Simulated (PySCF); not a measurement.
# [H2PO2]− (SMILES O=[PH2][O-]) at PBE0/STO-3G

What is the vertical singlet–triplet gap of [H2PO2]− at PBE0/STO-3G? 

Program for the calculation: PySCF 2.14.0.

10 further runs of the same task are left out: 4 that didn't finish, 6 set aside as unsound or not needed.

### Step 1. Starting point

[H2PO2]−: 5 atoms, total charge -1, spin state singlet. As SMILES, `O=[PH2][O-]`. Geometry: relaxed at GFN2-xTB.

Bond lengths: O1–P2 1.478 Å, P2–O3 1.478 Å, P2–H4 1.412 Å, P2–H5 1.412 Å. Angles: O1–P2–O3 118.5°, O1–P2–H4 110.1°, O1–P2–H5 110.1°, O3–P2–H4 110.1°, O3–P2–H5 110.1°, H4–P2–H5 95.5°.

### Step 2. The energy at PBE0/STO-3G

File run.py:

```python
from pyscf import gto, dft

mol = gto.M(
    atom='''
O   -0.569750   0.418060   1.344900
P    0.023990  -0.029410   0.067110
O    1.087130  -1.056140   0.105400
H   -0.993470  -0.417790  -0.831230
H    0.452100   1.085290  -0.686190
''',
    verbose=3,
    basis='sto-3g',
    charge=-1,
    max_memory=1860,
)

myscf = dft.RKS(mol)
myscf.xc = 'pbe0'
myscf.grids.level = 5
myscf.conv_tol = 1e-10
myscf.kernel()
if not myscf.converged:
    myscf = myscf.newton().run(myscf.mo_coeff, myscf.mo_occ)

e_final = myscf.e_tot
print('Final energy', e_final)
```

Run with:

```
$ OMP_NUM_THREADS=1 python run.py
```

Output:

```text
converged SCF energy = -486.45042350643
Final energy -486.45042350643024
```

It took 3.3 s on 1 thread of Arm Neoverse V1, shared host; peak memory 0.2 GiB.

### Step 3. The triplet

File run.py:

```python
from pyscf import gto, dft

mol = gto.M(
    atom='''
O     -0.569750     0.418060     1.344900
P      0.023990    -0.029410     0.067110
O      1.087130    -1.056140     0.105400
H     -0.993470    -0.417790    -0.831230
H      0.452100     1.085290    -0.686190
''',
    spin=2,
    basis='sto-3g',
    max_memory=1860,
    charge=-1,
    verbose=4,
)

mf = dft.UKS(mol)
mf.xc = 'pbe0'
mf.grids.level = 5
mf.conv_tol = 1e-10
mf.kernel()
if not mf.converged:
    mf = mf.newton().run(mf.mo_coeff, mf.mo_occ)

e_final = mf.e_tot
print('Final energy', e_final)
```

Run with:

```
$ OMP_NUM_THREADS=1 python run.py
```

Output:

```text
PySCF version 2.14.0

[INPUT] num. atoms = 5
[INPUT] num. electrons = 34
[INPUT] charge = -1
[INPUT] spin (= nelec alpha-beta = 2S) = 2
[INPUT] symmetry False subgroup None
[INPUT] Mole.unit = angstrom
[INPUT] Symbol           X                Y                Z      unit          X                Y                Z       unit  Magmom
[INPUT]  1 O     -0.569750000000   0.418060000000   1.344900000000 AA   -1.076671459471   0.790018903636   2.541492664928 Bohr   0.0
[INPUT]  2 P      0.023990000000  -0.029410000000   0.067110000000 AA    0.045334529728  -0.055576845323   0.126819520220 Bohr   0.0
[INPUT]  3 O      1.087130000000  -1.056140000000   0.105400000000 AA    2.054377961798  -1.995815349198   0.199177133529 Bohr   0.0
[INPUT]  4 H     -0.993470000000  -0.417790000000  -0.831230000000 AA   -1.877386212972  -0.789508677582  -1.570797046522 Bohr   0.0
[INPUT]  5 H      0.452100000000   1.085290000000  -0.686190000000 AA    0.854345180916   2.050900865729  -1.296711169415 Bohr   0.0

nuclear repulsion = 117.879278052036
number of shells = 13
number of NR pGTOs = 63
number of NR cGTOs = 21
basis = sto-3g
ecp = {}

******** <class 'pyscf.dft.uks.UKS'> ********
method = UKS
initial guess = minao
damping factor = 0
level_shift factor = 0
DIIS = <class 'pyscf.scf.diis.CDIIS'>
diis_start_cycle = 1
diis_space = 8
diis_damp = 0
SCF conv_tol = 1e-10
SCF conv_tol_grad = None
SCF max_cycles = 50
direct_scf = True
direct_scf_tol = 1e-13
number electrons alpha = 18  beta = 16
XC library pyscf.dft.libxc version 7.0.0
    S. Lehtola, C. Steigemann, M. J.T. Oliveira, and M. A.L. Marques.,  SoftwareX 7, 1–5 (2018)
XC functionals = pbe0
radial grids:
    Treutler-Ahlrichs [JCP 102, 346 (1995); DOI:10.1063/1.469408] (M4) radial grids

becke partition: Becke, JCP 88, 2547 (1988); DOI:10.1063/1.454033
pruning grids: <function nwchem_prune>
grids dens level: 5
symmetrized grids: False
atomic radii adjust function: <function treutler_atomic_radii_adjust>
small_rho_cutoff = 0
Set gradient conv threshold to 1e-05
tot grids = 176624
init E= -487.160010610655
[... the frontier-level lines of each cycle are left out ...]


cycle= 1 E= -485.670033101724  delta_E= 1.49  |g|= 0.647  |ddm|= 3.32


cycle= 2 E= -484.613030496542  delta_E= 1.06  |g|= 1.37  |ddm|= 4.72


cycle= 3 E= -486.069301181767  delta_E= -1.46  |g|= 0.239  |ddm|= 2.65


cycle= 4 E= -486.122067767395  delta_E= -0.0528  |g|= 0.037  |ddm|= 0.885


cycle= 5 E= -486.121164725659  delta_E= 0.000903  |g|= 0.0551  |ddm|= 0.141


cycle= 6 E= -486.122555810523  delta_E= -0.00139  |g|= 0.0329  |ddm|= 0.161


cycle= 7 E= -486.123424329596  delta_E= -0.000869  |g|= 0.00468  |ddm|= 0.129


cycle= 8 E= -486.123474110768  delta_E= -4.98e-05  |g|= 0.000749  |ddm|= 0.0559


cycle= 9 E= -486.123475556824  delta_E= -1.45e-06  |g|= 0.00044  |ddm|= 0.0115


cycle= 10 E= -486.123475636144  delta_E= -7.93e-08  |g|= 0.000423  |ddm|= 0.00137


cycle= 11 E= -486.123475726355  delta_E= -9.02e-08  |g|= 0.000447  |ddm|= 0.00157


cycle= 12 E= -486.123475614611  delta_E= 1.12e-07  |g|= 0.000407  |ddm|= 0.00185


cycle= 13 E= -486.123475149065  delta_E= 4.66e-07  |g|= 9.39e-05  |ddm|= 0.0143


cycle= 14 E= -486.123475143153  delta_E= 5.91e-09  |g|= 3.85e-05  |ddm|= 0.00244


cycle= 15 E= -486.123475152013  delta_E= -8.86e-09  |g|= 1.49e-05  |ddm|= 0.00125


cycle= 16 E= -486.123475153868  delta_E= -1.86e-09  |g|= 1.45e-05  |ddm|= 0.000193


cycle= 17 E= -486.123475142407  delta_E= 1.15e-08  |g|= 2.57e-05  |ddm|= 0.00122


cycle= 18 E= -486.123475139409  delta_E= 3e-09  |g|= 9.22e-06  |ddm|= 0.0013


cycle= 19 E= -486.123475138824  delta_E= 5.85e-10  |g|= 4.5e-06  |ddm|= 0.000335


cycle= 20 E= -486.123475138806  delta_E= 1.74e-11  |g|= 9.49e-07  |ddm|= 0.000178


Extra cycle  E= -486.123475138798  delta_E= 8.53e-12  |g|= 4.17e-06  |ddm|= 1.09e-05
converged SCF energy = -486.123475138798  <S^2> = 2.0118298  2S+1 = 3.0078762
Final energy -486.1234751387979
```

Wall time 8.7 s (1 thread of Arm Neoverse V1, shared host); peak memory 0.21 GiB.

### Step 4. Summary of results

Level: PBE0/STO-3G.

| quantity | value |
| --- | --- |
| singlet: total energy | -486.45042 Eh |
| singlet: HOMO energy | 6.20 eV |
| singlet: LUMO energy | 16.74 eV |
| singlet: HOMO–LUMO gap (to an unbound level, set by the basis) | 10.55 eV |
| triplet: total energy | -486.12348 Eh |
| triplet: HOMO energy (highest over α and β) | 14.88 eV |
| triplet: ⟨S²⟩ | 2.012 |
| vertical energy of the triplet above the singlet | 8.897 eV |

What this shows: At this shape the triplet lies 8.90 eV (858 kJ/mol) above the singlet. For an anion a state so high probably lies above electron detachment. In a minimal basis such a difference can be off by several eV, whatever the method. The HOMO (singlet) lies at positive energy, 6.20 eV; only total energies tell whether the electron is bound. The HOMO (triplet) lies at positive energy, 14.88 eV; only total energies tell whether the electron is bound.
